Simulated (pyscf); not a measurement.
**Routes from `[NH2][SiH]([F])[Cl]` + `[H][H]`**

Candidate steps break at most two bonds and form at most two. Each was searched with GFN2-xTB (tblite) first. PySCF, gas phase, ωB97X-D3(BJ)/def2-SVP geometries. Energies: ωB97M-D3(BJ)/def2-TZVP, eV, from the separated reactants, singlet surface; ΔG‡ with ideal gas, 1 atm, RRHO with modes under 100 cm⁻¹ raised to 100, one conformer, R ln 2 for chiral ones without a mode under 150 cm⁻¹.

| products | type | ΔE‡ | ΔE | ΔG‡ 298 K | ΔG‡ 900 K | ν‡ (cm⁻¹) |
|---|---|---|---|---|---|---|
| H₂N–SiH₂–F + HCl | four-centre exchange | 2.02 | +0.91 | 2.46 | 3.29 | 827i |
| H₂N–SiH₂–Cl + HF | four-centre exchange | 2.35 | +1.39 | 2.80 | 3.64 | 1044i |

Row 1: On the product side the descent ends in a complex (not fully relaxed), 0.24 eV under the separated species and 1.31 eV under the saddle at ωB97X-D3(BJ)/def2-TZVP. 

Plain bond fissions and candidates not yet searched are not listed, and one of them may be faster. Each barrier is that of the saddle found; lower ones may exist.
